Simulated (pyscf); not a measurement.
Structures and frequencies: ωB97X-D3(BJ)/def2-SVP in PySCF.

**Question.** Estimate by transition-state theory the rate constant of F–GeH₃ + H atom (H•) → F–GeH₂• + hydrogen (H₂) (doublet surface; Ge–H broken, H–H formed) at 1200 K, with ωB97M-D3(BJ)/def2-TZVP energies (ideal gas, 1 atm, RRHO with modes under 100 cm⁻¹ raised to 100, one conformer, R ln 2 for chiral ones without a mode under 150 cm⁻¹; no tunnelling).

**Answer.** The electronic barrier is 3.5 kcal/mol and the thermal terms add +21.6, so ΔG‡ = 25.1 kcal/mol. With k_BT/h = 2.50e+13 s⁻¹ and RT = 2.385 kcal/mol, and a volume of 1.64e-19 cm³ per molecule at 1 atm, k = 1.1e-10 cm³ molecule⁻¹ s⁻¹. Wigner's tunnelling factor for 812i cm⁻¹ would be 1.04. A shift of 1 kcal/mol in the barrier changes k by a factor 1.5. This is the saddle that the search found; another between the same sides may lie lower. The angle at the transferred H is 178°. Elements up to Kr have no core potential and no relativistic terms here.
